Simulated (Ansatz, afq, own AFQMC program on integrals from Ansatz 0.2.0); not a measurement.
AFQMC on a folder of integrals that Ansatz 0.2.0 wrote.

```yaml
crystal:
  periodic: [false, false, false]
  atoms:
    - {symbol: Al, position_ang: [0.000000, 0.074413, -0.095633]}
    - {symbol: H, position_ang: [0.000000, -1.372409, -0.753982]}
    - {symbol: H, position_ang: [0.420650, -0.309773, 1.656991]}
    - {symbol: H, position_ang: [-0.420650, -0.309773, 1.656991]}
basis:
  gaussian: {orbitals: cc-pVDZ}
total_charge: 1
magnetization: {spin_polarized: true, initial_magnetization: 1}
correlation: {method: ccsd_t, electrons: outside_noble_gas, hamiltonian_folder: ham}
```

```sh
$ ansatz run in.yaml --threads 1 --pin off --events-out ev --progress --plain --max-ram 24576MiB --backend cuda --devices 0, --max-vram 18GiB
```

Options of the walk:

```
--method phaseless --trial cisd --walkers 4000 --populations 20 --least-time 60 --time-step 0.005 --steps-per-block 50 --equilibration-blocks 28 --max-blocks 4000 --target-error 0.00014 --factor-cut 1e-05 --start spin_pure --seed 8737 --release-times 0.24,0.51,0.99,1.62,2.4 --release-step 0.03 --release-every 3 --taylor-order 6
```

Times are imaginary, in 1/Eh. The walk had a cap of 122 s. With eight or more populations the least sampling time is a fifth of least-time, and the error comes from their spread.

Output of the walk:

```
orbitals 28  electrons 3 2  factors 200 of 310
reference energy -243.30016559 Eh
CCSD correlation -0.07966359 Eh in 11 cycles, weight of the determinant in the CISD state 0.9447
energy of the start -243.379765 Eh
 block  time / (1/Eh)  mean weight  energy / Eh
     1     0.250  1.0001  -243.379500
     2     0.500  0.9999  -243.379618
     3     0.750  1.0000  -243.379827
     4     1.000  1.0001  -243.380023
     5     1.250  0.9999  -243.380188
    12     3.000  0.9999  -243.380669
    19     4.750  1.0000  -243.380961
    26     6.500  1.0000  -243.380735
    33     8.250  1.0001  -243.380877
    40    10.000  1.0000  -243.380949
    47    11.750  1.0001  -243.380824
    54    13.500  1.0000  -243.380804
    59    14.750  1.0000  -243.381157
    61    15.250  1.0002  -243.380999
    68    17.000  1.0002  -243.380924
    72    18.000  1.0001  -243.380720
    75    18.750  1.0000  -243.380907
    78    19.500  1.0001  -243.381023
error from the spread of 20 populations
released: time / (1/Eh)  energy / Eh  error  mean overlap
  0.24  -243.380953  0.000023  0.9993
  0.51  -243.380987  0.000036  0.9990
  0.99  -243.380988  0.000016  0.9986
  1.62  -243.381016  0.000014  0.9955
  2.40  -243.381029  0.000018  0.9954
energy -243.380922 +/- 0.000018 Eh
(rows thinned)
```

The run passed its tests (sampling time, drift between the halves within three errors, error under three times the target), which doesn't prove that it has relaxed.

Against this walk (error 0.5 meV) on the same determinant: CCSD(T) 6.6 meV higher, CCSDT(Q) 2.8 meV lower, CCSDTQ 2.8 meV lower, full CI 2.8 meV lower. The error is statistical and leaves out the bias of the constraint. Released to 2.40 1/Eh the energy lies 2.9 ± 0.7 meV (both errors) below the phaseless value, which shows part or all of the bias of the constraint, and full CI lies 0.1 meV above the released value.

Cautions: constraint bias not in the error.

The walk took 18 s on 1 × NVIDIA H100 80GB HBM3 with 2 threads of AMD EPYC 7R13 Processor (Zen 3), with other jobs on the host (the card was shared). The log's last line is the phaseless energy.

CCSDT and higher add their correlation energy to the determinant of the CCSD(T) run, since their own runs factorise the integrals more tightly (a shift of under 2 meV). A walk keeps the symmetry of its determinant, which the program's search chose and which needn't be the lowest solution, so a lower state of the same spin and another symmetry isn't excluded.
